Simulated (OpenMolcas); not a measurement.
# One shape, several levels: doublet SiH3

Aim: a comparison of 6 runs (ROHF/STO-3G, UHF/STO-3G, UB3LYP/STO-3G, USVWN5/STO-3G, ROMP2/STO-3G, ROCCSD(T)/STO-3G) of doublet SiH3. 

Program for the calculation: OpenMolcas 26.06.

### 1 The structure to begin with

SiH3 has 4 atoms, charge 0, and is taken as a doublet. As SMILES of the parent species, `[SiH3-]`. The coordinates come from a PBE0-D4/def2-TZVPD relaxation. That shape belongs to the parent species and isn't relaxed for this state.

Bond lengths: Si1–H2 1.546 Å, Si1–H3 1.546 Å, Si1–H4 1.546 Å. Angles: H2–Si1–H3 94.1°, H2–Si1–H4 94.1°, H3–Si1–H4 94.1°.

### 2 A single-point energy at ROHF/STO-3G (run 1)

step1.inp

```
&GATEWAY
BASLIB=$CurrDir
BASISSET
Si.STO-3G....
Si1 0.539700 -0.050700 -0.300900 angstrom
End of Basis
BASISSET
H.STO-3G....
H2 0.426600 0.622300 1.085900 angstrom
H3 -0.298500 -1.283700 0.106800 angstrom
H4 -0.667800 0.712200 -0.891800 angstrom
End of Basis
&SEWARD
&SCF
UHF
SPIN=2
SCRAMBLE=0.25
PRORBITALS=1 1
&RASSCF
FILEORB=$Project.UnaOrb
SPIN=2
NACTEL=1 0 0
INACTIVE=8
RAS2=1
OUTORBITALS=Canonical
ORBLISTING=Nothing
```

The basis set STO-3G is read from a file made from the Basis Set Exchange's data (not shown).

Command:

```sh
$ export MOLCAS_MEM=1860
$ pymolcas step1.inp > step1.log
```

Log:

```text
--- Start Module: gateway ---
[...]
--- Stop Module: gateway /rc=_RC_ALL_IS_WELL_ ---
[...]
      Basis functions           12
[...]
--- Start Module: scf ---
[...]
       Convergence after  12 Iterations
[...]
::    Total SCF energy                               -287.2385356881
[...]
      Total spin, S                                     0.5004345588
[...]
--- Stop Module: scf /rc=_RC_ALL_IS_WELL_ ---
--- Start Module: rasscf ---
[...]
      Number of active orbitals                  1
[...]
      Spin quantum number                      0.5
[...]
      Active orbitals                            1
[...]
      Number of CSFs                             1
[...]
      Number of root(s) required                 1
[...]
      Convergence after  6 iterations
[...]
      printout of CI-coefficients larger than  0.05 for root  1
      energy=    -287.238330
      conf/sym  1     Coeff  Weight
             1  u   1.00000 1.00000
      Natural orbitals and occupation numbers for root  1
      sym 1:   1.000000
      ************************************************************************************************************************
      *                                                    Final results                                                     *
[...]
::    RASSCF root number  1 Total energy:   -287.23833020
[...]
      Total electronic charge=   17.000000
      Total            charge=   -0.000000
[...]
      Dipole Moment (debye):
      Origin of the operator (angstrom)=    0.4695   -0.0441   -0.2618
                   X=  1.6139E+00               Y= -1.5169E-01               Z= -8.9970E-01           Total=  1.8539E+00
      Quadrupole Moment (debye*angstrom):
[...]
--- Stop Module: rasscf /rc=_RC_ALL_IS_WELL_ ---
[...]
```

Wall time 2.2 s (1 thread of Arm Neoverse V1, shared host); peak memory 0.37 GiB.

### 3 A single-point energy at UHF/STO-3G (run 2)

job.input

```
* H3Si Hartree-Fock

&GATEWAY
  BASLIB=$CurrDir
  BASISSET
  Si.STO-3G....
  Si1 0.539700 -0.050700 -0.300900 angstrom
  End of Basis
  BASISSET
  H.STO-3G....
  H2 0.426600 0.622300 1.085900 angstrom
  H3 -0.298500 -1.283700 0.106800 angstrom
  H4 -0.667800 0.712200 -0.891800 angstrom
  End of Basis

&SEWARD

&SCF
  UHF
  SPIN=2
  THRESHOLDS=1e-10 1e-07 1e-07 1e-05
  PRORBITALS=1 1
```

The basis set STO-3G is read from a file made from the Basis Set Exchange's data (not shown).

Command:

```sh
$ export MOLCAS_MEM=1860
$ pymolcas job.input > job.log
```

Log:

```text
--- Start Module: gateway ---
[...]
--- Stop Module: gateway /rc=_RC_ALL_IS_WELL_ ---
--- Start Module: seward ---
[...]
      Basis functions           12
--- Stop Module: seward /rc=_RC_ALL_IS_WELL_ ---
--- Start Module: scf ---
[...]
       Convergence after  11 Iterations
[...]
::    Total SCF energy                               -287.2385356889
[...]
      Total spin, S                                     0.5004345585
[...]
      Total electronic charge=   17.000000
      Total            charge=   -0.000000
[...]
      Dipole Moment (debye):
      Origin of the operator (angstrom)=    0.4695   -0.0441   -0.2618
                   X=  1.6212E+00               Y= -1.5238E-01               Z= -9.0378E-01           Total=  1.8623E+00
      Quadrupole Moment (debye*angstrom):
[...]
--- Stop Module: scf /rc=_RC_ALL_IS_WELL_ ---
[...]
```

Run time: 1.6 s. Hardware: 1 thread of Arm Neoverse V1, shared host; peak memory 0.37 GiB.

### 4 The energy at UB3LYP/STO-3G (run 3)

job.inp

```
&GATEWAY
  BasLib
  $CurrDir
  BasisSet
  Si.STO-3G....
  Si1 0.539700 -0.050700 -0.300900 angstrom
  End of Basis
  BasisSet
  H.STO-3G....
  H2 0.426600 0.622300 1.085900 angstrom
  H3 -0.298500 -1.283700 0.106800 angstrom
  H4 -0.667800 0.712200 -0.891800 angstrom
  End of Basis

&SEWARD
  GridInput
  Grid=UltraFine
  End of Grid

&SCF
  UHF
  Spin
  2
  KSDFT
  B3LYP
  Thresholds
  1e-10 1e-07 1e-07 1e-05
  PrOrbitals
  1 1
```

The basis set STO-3G is read from a file made from the Basis Set Exchange's data (not shown).

Command:

```sh
$ export MOLCAS_MEM=1860
$ pymolcas job.inp > job.log
```

Log:

```text
--- Start Module: gateway ---
[...]
--- Stop Module: gateway /rc=_RC_ALL_IS_WELL_ ---
--- Start Module: seward ---
[...]
      Basis functions           12
--- Stop Module: seward /rc=_RC_ALL_IS_WELL_ ---
--- Start Module: scf ---
[...]
       Convergence after  10 Iterations
[...]
::    Total KS-DFT energy                            -287.8292971576
[...]
      Total spin, S                                     0.5000988186
[...]
      Total electronic charge=   17.000000
      Total            charge=   -0.000000
[...]
      Dipole Moment (debye):
      Origin of the operator (angstrom)=    0.4695   -0.0441   -0.2618
                   X=  1.2665E+00               Y= -1.1904E-01               Z= -7.0601E-01           Total=  1.4548E+00
      Quadrupole Moment (debye*angstrom):
[...]
--- Stop Module: scf /rc=_RC_ALL_IS_WELL_ ---
[...]
```

Run time: 4.8 s. Hardware: 1 thread of Arm Neoverse V1, shared host; peak memory 0.37 GiB.

Runs 4 to 5 aren't shown in full; the table further down has their settings and results.

### 5 The energy at ROCCSD(T)/STO-3G (run 6)

job.inp

```
>>> EXPORT MOLCAS_PRINT=2
&GATEWAY
BasLib = $CurrDir
BasisSet
Si.STO-3G....
Si1 0.539700 -0.050700 -0.300900 angstrom
End of Basis
BasisSet
H.STO-3G....
H2 0.426600 0.622300 1.085900 angstrom
H3 -0.298500 -1.283700 0.106800 angstrom
H4 -0.667800 0.712200 -0.891800 angstrom
End of Basis
&SEWARD
&SCF
UHF
Spin = 2
Thresholds = 1e-10 1e-07 1e-07 1e-05
PrOrbitals = 1 1
&RASSCF
FileOrb = $Project.UnaOrb
Spin = 2
Nactel = 1 0 0
Inactive = 8
Ras2 = 1
OutOrbitals = Canonical
OrbListing = Nothing
&MOTRA
JobIph
Frozen = 5
&CCSDT
CCT
Triples = 3
Iterations = 80
Accuracy = 1e-08
Extrapolation = 5 4
```

The basis set STO-3G is read from a file made from the Basis Set Exchange's data (not shown).

Command:

```sh
$ export MOLCAS_MEM=1860
$ pymolcas job.inp > job.log
```

Log:

```text
--- Start Module: gateway ---
[...]
--- Stop Module: gateway /rc=_RC_ALL_IS_WELL_ ---
[...]
      Basis functions           12
[...]
       Convergence after  11 Iterations
[...]
::    Total SCF energy                               -287.2385356889
[...]
      Total spin, S                                     0.5004345585
[...]
      Number of active orbitals                  1
[...]
      Spin quantum number                      0.5
[...]
      Active orbitals                            1
[...]
      Number of CSFs                             1
[...]
      Number of root(s) required                 1
[...]
      Convergence after  6 iterations
[...]
      printout of CI-coefficients larger than  0.05 for root  1
      energy=    -287.238330
      conf/sym  1     Coeff  Weight
             1  u   1.00000 1.00000
      Natural orbitals and occupation numbers for root  1
      sym 1:   1.000000
      ************************************************************************************************************************
      *                                                    Final results                                                     *
[...]
::    RASSCF root number  1 Total energy:   -287.23833020
[...]
      Total electronic charge=   17.000000
      Total            charge=   -0.000000
[...]
      Dipole Moment (debye):
      Origin of the operator (angstrom)=    0.4695   -0.0441   -0.2618
                   X=  1.6139E+00               Y= -1.5169E-01               Z= -8.9970E-01           Total=  1.8539E+00
      Quadrupole Moment (debye*angstrom):
[...]
--- Start Module: motra ---
[...]
--- Start Module: ccsdt ---
[...]
      Convergence after                    13  Iterations
      Total energy (diff) :    -287.30124784      -0.00000000
[...]
 METHOD                       : CCSD+T(CCSD)+<T3(1)WT1>+<T3(1)UT2> = CCSD(T)
[...]
       CCSD     =      -287.3012478439663
[...]
```

It took 2.4 s on 1 thread of Arm Neoverse V1, shared host; peak memory 0.37 GiB.

### 6 The series

```
run             level  scramble  SCF convergence threshold  integration grid  energy (Eh)  dipole moment (D)  wall time
  1       ROHF/STO-3G      0.25                          –                 –  -287.238330               1.85      2.2 s
  2        UHF/STO-3G         –                      1e-10                 –  -287.238536               1.86      1.6 s
  3     UB3LYP/STO-3G         –                      1e-10         UltraFine  -287.829297               1.45      4.8 s
  4     USVWN5/STO-3G         –                      1e-10         UltraFine  -286.585974               1.08      3.6 s
  5      ROMP2/STO-3G         –                      1e-10                 –  -287.279488                  –      2.3 s
  6  ROCCSD(T)/STO-3G         –                      1e-10                 –  -287.301715                  –      2.4 s
```

### 7 Results

```
             quantity          value
  run 6: total energy  -287.30171 Eh
run 6: (T) correction      -0.47 mEh
```

In words: Among the runs that give it from their own density at one geometry, the dipole moment runs from 1.08 D (USVWN5/STO-3G) to 1.86 D (UHF/STO-3G). Totals of different functionals can't be ranked against each other. In runs 1, 2, 3, 4, 5, 6 the basis is minimal, so dipoles, gaps and forces are rough. All runs together took 17 s, the longest 4.8 s.
